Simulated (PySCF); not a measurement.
## Functional dependence of a UV spectrum

Species: methyl cyclopropyl ketone, C5H8O.
SMILES: `CC(=O)C1CC1`

Linear-response calculations in the def2-SVPD basis (PySCF; singlets by full response, triplets Tamm–Dancoff, core orbitals frozen in the response; HF means time-dependent Hartree–Fock). 'Strongest' is the level of largest summed f among the singlets computed (10 roots, of which the last may lack a degenerate partner); it can jump between rows when another state enters that window. S1 is the lowest singlet of each run and needn't be the same state throughout; f(S1) is that of one state. The structure is a single PBE0-D3(BJ)/def2-SVP conformer in the gas phase; no vibrational or solvent corrections.

| functional | kind | S1 (eV) | f(S1) | strongest (eV) | T1 (eV) | HOMO (eV) | gap (eV) | ionisation energy, ΔSCF (eV) |
| --- | --- | --- | --- | --- | --- | --- | --- | --- |
| LDA | LDA | 4.30 | 0.000 | 6.34 | 3.84 | -5.87 | 4.06 | 9.43 |
| PBE | GGA | 4.34 | 0.000 | 6.59 | 3.81 | -5.70 | 4.12 | 9.19 |
| B3LYP | global hybrid, 20% exact exchange | 4.53 | 0.000 | 6.90 | 4.02 | -7.05 | 6.34 | 9.45 |
| PBE0 | global hybrid, 25% exact exchange | 4.57 | 0.000 | 7.07 | 4.00 | -7.29 | 6.84 | 9.40 |
| HF | Hartree–Fock | 5.30 | 0.000 | 8.54 | 4.77 | -11.19 | 13.82 | not settled |

S1 runs from 4.30 eV (LDA) to 5.30 eV (HF), a spread of 1.00 eV, while the orbital gap spreads over 9.8 eV. Along PBE (0%), B3LYP (20%), PBE0 (25%), HF (100%) S1 rises with the share of exact exchange. −ε(HOMO) comes closest to its own ΔSCF ionisation energy with PBE0 (-2.10 eV) and misses most with LDA (-3.56 eV). 'Not settled' means that the ion's SCF failed to converge or may have ended in another state than the lowest.
